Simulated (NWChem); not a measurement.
# chlorine (Cl2); SMILES ClCl

```xyz
2

Cl     0.0000     0.0000     1.0215
Cl     0.0000     0.0000    -1.0215
```
Atoms are numbered in this order, from 1.

Structure relaxed at the B3LYP/6-31G* (spherical d) level.

Q: Give the principal values of the shielding tensors (ppm) of Cl1 from B3LYP/IGLO-III, GIAO (NWChem), with their diamagnetic and paramagnetic parts as GIAO splits them.

A: 
| atom | σ11 | σ22 | σ33 | isotropic | diamagnetic | paramagnetic |
|---|---|---|---|---|---|---|
| Cl1 | 121.7 | 121.7 | 1155.8 | 466.4 | 1144.4 | -678.0 |
